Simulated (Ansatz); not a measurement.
A made-up structure of CH3NS, closed shell:

```csv
atom,x (Å),y (Å),z (Å)
N1,-0.6915,-0.0396,-0.4333
C2,0.5536,0.1445,0.3723
S3,1.7504,-1.1618,0.8131
H4,-0.9488,-1.0670,-0.8223
H5,-1.3794,0.8215,-0.6619
H6,0.7157,1.3025,0.7321
```

It is relaxed with PBE-D4/def2-SVP and then PBE0-D4/def2-TZVP (Ansatz 0.2.0). Atoms count as bonded within 1.22 times the sum of their covalent radii (H–H: 0.88 Å). The end point is not checked to be a true minimum.

(1) Does its bonding change? (A judgement: the text doesn't fix the answer.)

Results:

(1) The calculation gives: No: no bond forms or breaks.

Where it ends: The first stage lowers the energy by 1.47 eV in 6 steps. It ends as CH₃NS ([NH2][CH][S]):
N1  (-0.617, -0.035, -0.387)
C2  (0.494, 0.129, 0.333)
S3  (1.563, -1.037, 0.726)
H4  (-0.847, -0.953, -0.734)
H5  (-1.232, 0.733, -0.591)
H6  (0.639, 1.163, 0.653)
(Å)

Labels in which every atom is bracketed show which atoms are joined, not bond orders.

For scale, one of the runs: PBE0-D4/def2-TZVP relaxation, 117 basis functions, launched by `ansatz run in.yaml --threads 2 --pin off --events-out ev --progress --plain --max-ram 4352MiB`. Hardware: 2 CPU threads of an Arm Neoverse V1, shared host. Wall time about 12 s.
